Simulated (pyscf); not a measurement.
PySCF, gas phase, ωB97X-D3(BJ)/def2-SVP geometries. Correlated levels are frozen-core, on RHF or UHF. ΔMP2 is the change of the MP2 total energy from the triple- to the quadruple-zeta basis.

**Question.** Estimate the classical barrier height and the reaction energy of methane (CH₄) + O=GaH -> H₃C–O–GaH₂ at CCSD(T)/def2-TZVPP + ΔMP2(QZVPP). The step runs on the singlet surface, breaks C–H and forms C–O, Ga–H; take the separated reactants as zero.

**Answer.** ΔE‡ = 77.2 kcal/mol, ΔE = -18.6 kcal/mol. Zero-point energy shifts the barrier by -1.7 kcal/mol. It is an addition across a multiple bond or ene-type step, with an imaginary mode of 1476i cm⁻¹. From the product side, CH₃• + •O–GaH₂ lies, by one bond made or cut, 6.2 kcal/mol under this saddle at ωB97M-D3(BJ). O=GaH lies 48.1 kcal/mol over its isomer HO–Ga [singlet] (electronic energy, ωB97M-D3(BJ)). H₃C–O–GaH₂ lies 21.8 kcal/mol over its isomer H₃C–GaH–OH (electronic energy, ωB97M-D3(BJ)). This is the saddle that the search found; another between the same sides may lie lower. The CCSD(T) − MP2 part came from Ansatz, without density fitting, on the same reference. The frozen core leaves the outer d or s,p core shells of the metals and heavy elements correlated in the MP2 and CC values, and def2-TZVPP describes them poorly, which can shift differences by a few kcal/mol. Elements up to Kr have no core potential and no relativistic terms here.
